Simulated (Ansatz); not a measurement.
Process, species as SMILES: F[CH]F → C atom + 2 F atom + H atom
B3LYP-D3(BJ)/def2-TZVP geometries, fixed; electronic energies without zero-point terms.

Basis-set convergence of the atomisation energy at B3LYP with Ansatz (a program for electronic structure). Cartesian d functions, on some or all atoms, in 6-31G**, 6-31+G*; all else is spherical. The program fits the integrals of some runs and decomposes those of others, by size. Open shells are unrestricted. No added dispersion term, no relativity. Functions are those of the species that has most. Reference: the value in pcseg-4, 329.55 kcal/mol, itself unsure by roughly 0.04 kcal/mol (its mean distance from aug-pcseg-3, aug-cc-pVQZ, cc-pV5Z). Deviations are taken from unrounded values.

```csv
basis,functions,atomisation energy (kcal/mol),minus reference (kcal/mol)
3-21G,29,315.17,-14.37
6-31G,29,298.69,-30.86
pcseg-0,29,302.00,-27.54
cc-pVDZ,47,324.08,-5.46
6-31G**,50,332.31,2.77
6-31+G*,59,323.76,-5.78
6-311G**,60,324.97,-4.57
6-311+G**,72,322.70,-6.84
aug-pcseg-1,78,326.51,-3.04
"6-311++G(2d,2p)",91,325.98,-3.57
def2-TZVP,99,328.57,-0.98
pcseg-2,104,329.13,-0.42
def2-TZVPP,107,328.87,-0.68
def2-TZVPD,126,328.56,-0.99
jun-cc-pV(T+d)Z,131,328.52,-1.03
aug-pcseg-2,161,329.70,0.15
pcseg-3,213,329.59,0.04
aug-pcseg-3,304,329.64,0.09
```

The smallest set listed that lies within 2 kcal/mol of the reference with all its larger relatives (same family, alike in diffuse functions; a set with none counts only in the reference's own line) is def2-TZVP (99 functions, -0.98 kcal/mol off). (Relatives not listed, tested too: def2-TZVPPD -0.73, aug-cc-pVTZ -0.76, def2-QZVP -0.45, def2-QZVPP -0.45, def2-QZVPPD -0.42, aug-cc-pVQZ -0.01, pcseg-4 0.00 kcal/mol.)
